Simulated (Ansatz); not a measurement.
Dissociation curve of SH, doublet.

Computed with full CI/def2-SVP, frozen core (Ansatz, a program for electronic structure).

Problem. Relative to R = 1.35 Å, what are the energies at R = 1.24, 1.65, 3.66, 4.05 Å?

Solution. 0.198 eV at 1.24 Å, 0.724 eV at 1.65 Å, 3.432 eV at 3.66 Å, 3.441 eV at 4.05 Å.

The scan ran from 1.02 to 5.35 Å; beyond the distances shown full CI changes its symmetry label.
